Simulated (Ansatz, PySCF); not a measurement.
methoxyethane (C3H8O), SMILES CCOC.

Geometry: B3LYP-D3(BJ)/def2-SVP. One conformer was computed; it need not be the lowest.

Vertical ionisation energy (IE) and electron affinity (EA) in eV. Rows of orbital energies are one-electron estimates. Where ΔSCF, EOM or ADC give a negative EA the extra electron is unbound and the value depends on the basis.

| level | IE | EA |
|---|---|---|
| −ε(HOMO), −ε(LUMO), r2SCAN/def2-TZVP (PySCF) | 6.08 | -1.26 |
| −ε(HOMO), −ε(LUMO), PBE/def2-TZVP (PySCF) | 5.77 | -0.51 |
| ΔSCF, CAM-B3LYP/def2-SVPD (Ansatz), final states of multiplicity 2 and 2 | 9.85 | -1.98 |
| ΔSCF, PBE/def2-SVPD (Ansatz), final states of multiplicity 2 and 2 | 9.49 | -1.69 |

What vertical singlet–triplet gap does ΔSCF give with CAM-B3LYP/def2-SVPD (Ansatz, a quantum-chemistry and plane-wave program) and with PBE/def2-SVPD (Ansatz)? (An estimate is asked for; the answer gives what the named calculation found.)

7.22 and 6.58 eV (triplet above singlet where positive).
